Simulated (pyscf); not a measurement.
:Si=N–SiH₃ [singlet] + H₂ → :HSi–NH–SiH₃ [singlet], a multi-bond step (singlet surface; H–H, H–Si broken, H–N, H–Si, H–Si formed). PySCF, gas phase, ωB97X-D3(BJ)/def2-SVP geometries. Energies in eV from the separated reactants.

AM1 to PM7: differences of heats of formation from MOPAC, which are fitted to 298 K values and so differ in kind from electronic energies by zero-point and thermal terms. 

**Question.** In single points AM1 puts the saddle at 5.13 eV and the reaction energy at +0.08 eV. Should these be trusted to within a few kcal/mol? Compare with ωB97M-D3(BJ)/def2-TZVP.

**Answer.** ωB97M-D3(BJ)/def2-TZVP gives ΔE‡ = 2.44 eV and ΔE = -0.57 eV. AM1 lies 2.69 eV over it in the barrier and 0.64 eV over it in the reaction energy, so on this step it does not hold to within 0.13 eV. ωB97M-D3(BJ)/def2-TZVP has limits of its own. At the saddle there is also a short Si–Si, H–Si contact that neither side keeps. This is the saddle that the search found; another between the same sides may lie lower.
